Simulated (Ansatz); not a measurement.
(1) Predict a relaxed structure of the cluster AlSi2⁺ (the lowest singlet isomer of a short search), charge 1, singlet, at PBE0-D4/def2-TZVP (Ansatz).

Answers

(1) 
Cartesian coordinates in Å:
```
Al 1.358 0.152 0.226
Si -0.647 0.759 -0.868
Si -0.711 -0.911 0.641
```
Point group C2v (tolerance 0.1 Å). This is one stationary point.

The restricted singlet is unstable: a solution with broken spin symmetry lies lower. At PBE0-D4/def2-TZVP a triplet of charge 1 lies 0.18 eV below the restricted singlet, each at its own geometry. The structure comes from a short search, and lower isomers may exist.
